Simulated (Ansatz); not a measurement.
`BCS` → `[CH2]` (triplet) + `BS` at 400 K and 1 bar (formal loss of a carbene).

Calculated with Ansatz (gas phase, PBE0-D4/def2-TZVP geometries, no zero-point term in ΔE). CCSD(T)/CBS adds triple-zeta CCSD(T) − MP2 to the extrapolated MP2 energy (def2 sets, frozen cores). This one scheme is used for every species. Triplets are unrestricted, without spin–orbit coupling. One conformer a species, not always the lowest.

```csv
species,CCSD(T)/CBS energy (Eh),H − E (kJ/mol),S (J/(mol·K))
`BCS`,-463.59975,171.4,326.3
`[CH2]` (triplet),-39.09499,59.0,205.7
`BS`,-424.38198,95.9,260.4
```

H − E and S are ideal-gas, rigid-rotor, harmonic terms from PBE0-D4/def2-TZVP, for one conformer and one mirror image of each species, with the whole ground term of open shells counted as degenerate. 1 Eh = 2625.50 kJ/mol, R = 8.31446 J/(mol·K).

**Question.** By hand: ΔE, ΔH, ΔS and ΔG.

**Answer.** ΔE = (-39.09499) + (-424.38198) − (-463.59975) = 0.12278 Eh = 322.4 kJ/mol. Δ(H − E) = 59.0 + 95.9 − 171.4 = -16.5, so ΔH = 305.9 kJ/mol. ΔS = 205.7 + 260.4 − 326.3 = 139.8 J/(mol·K). ΔG = 305.9 − 400 × (139.8)/1000 = 250.0 kJ/mol.

**Question.** By hand: the equilibrium constant, and the temperature at which ΔG would vanish if ΔH and ΔS stayed fixed.

**Answer.** log₁₀ K = −ΔG/(RT ln 10) = -32.6. ΔG = 0 at ΔH/ΔS = 2188 K.

The number of gas molecules changes by +1, which sets the sign of ΔS. A doubt of 5 kJ/mol in ΔE shifts log₁₀ K by 0.7 here. Other conformers and mirror images would add mixing entropy, several J/(mol·K) or more a flexible species. A triplet takes part, so the spin changes. These are equilibria of isolated gas molecules and say nothing of rates. Largest T1 diagnostic: 0.015 (customary marks: 0.02 for closed shells, 0.045 for open ones).
